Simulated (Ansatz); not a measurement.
in.yaml

```yaml
crystal:
  periodic: [false, false, false]
  atoms:
    - {symbol: Ge, position_ang: [0.000000, 0.017255, 0.720743]}
    - {symbol: P, position_ang: [0.000000, -0.083577, -1.629309]}
    - {symbol: H, position_ang: [0.000000, 1.324792, -1.874064]}
basis:
  gaussian: {orbitals: cc-pVDZ}
total_charge: 1
magnetization: {spin_polarized: true, initial_magnetization: 1}
correlation: {method: ccsdtq, electrons: outside_noble_gas}
```

```sh
$ ansatz run in.yaml --threads 2 --pin off --events-out ev --progress --plain --max-ram 24576MiB --backend cuda --devices 0, --max-vram 18GiB
```

Question: Roughly how long does this take on 2 threads of AMD EPYC 7R13 with a shared H100 80 GB, shared host, and how much host memory?

Answer: 39 s wall and 0.85 GiB.

```
973 factors; integrals over basis functions are off by at most 1.9e-7 eV
mean field evaluation 1: about -65747.7574 eV, gradient 1.7e1 eV
mean field evaluation 2: about -65747.7782 eV, gradient 1.7e1 eV
mean field evaluation 4: about -65751.1554 eV, gradient 2.2e0 eV
mean field evaluation 8: about -65751.3217 eV, gradient 5.7e-1 eV
mean field evaluation 16: about -65751.7693 eV, gradient 6.8e-6 eV
mean field evaluation 32: about -65752.2553 eV, gradient 2.3e-2 eV
mean field evaluation 64: about -65751.2906 eV, gradient 1.8e-4 eV
mean field evaluation 96: about -65751.6049 eV, gradient 6.7e-3 eV
mean field evaluation 128: about -65744.6291 eV, gradient 1.6e1 eV
mean field evaluation 160: about -65744.6291 eV, gradient 1.6e1 eV
...
cycle  21  -5.28719079 eV  change   -7.0e-6 eV  update   1.6e-5
cycle  22  -5.28719225 eV  change   -1.5e-6 eV  update   9.8e-6
cycle  23  -5.28719133 eV  change    9.2e-7 eV  update   6.8e-6
cycle  24  -5.28719084 eV  change    4.9e-7 eV  update   5.0e-6
cycle  25  -5.28719282 eV  change   -2.0e-6 eV  update   3.4e-6
cycle  26  -5.28719502 eV  change   -2.2e-6 eV  update   2.4e-6
cycle  27  -5.28719557 eV  change   -5.5e-7 eV  update   1.8e-6
cycle  28  -5.28719584 eV  change   -2.7e-7 eV  update   1.4e-6
cycle  29  -5.28719545 eV  change    3.9e-7 eV  update   1.2e-6
cycle  30  -5.28719529 eV  change    1.6e-7 eV  update   9.9e-7
Total energy: -65757.54247488 eV, -2416.5451138887 hartree
```
